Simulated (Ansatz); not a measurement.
CH₃, doublet: energies of several shapes or isomers

Calculated in Ansatz's Gaussian-basis code; BCCD by scripts on PySCF. Settings: STO-3G; 1 core orbital frozen; no relativity. A minimal or small basis: far from the basis limit. On stretched bonds single-reference methods can fail or change state.

Case A. A bond is stretched, to 2.72 times the sum of the covalent radii.

```xyz
4

C     0.0000    0.0000    0.0000
H     0.0000    2.9133    0.0000
H     0.9340   -0.5400    0.0000
H    -0.9340   -0.5400    0.0000
```

Case B:

| atom | x (Å) | y (Å) | z (Å) |
| --- | --- | --- | --- |
| C | 0.0000 | 0.0000 | 0.0000 |
| H | 0.0000 | 1.1329 | 0.0000 |
| H | 0.9340 | -0.5400 | 0.0000 |
| H | -0.9340 | -0.5400 | 0.0000 |

Energy less that of case A, in eV:

```json
{"case": "B", "RCCSD": "-5.283", "RCCSD(T)": "-5.218", "RBCCD(T)": "-5.226"}
```

Question: Give the full CI energies against case A.

Answer: B: -5.250 eV (-121.1 kcal/mol).
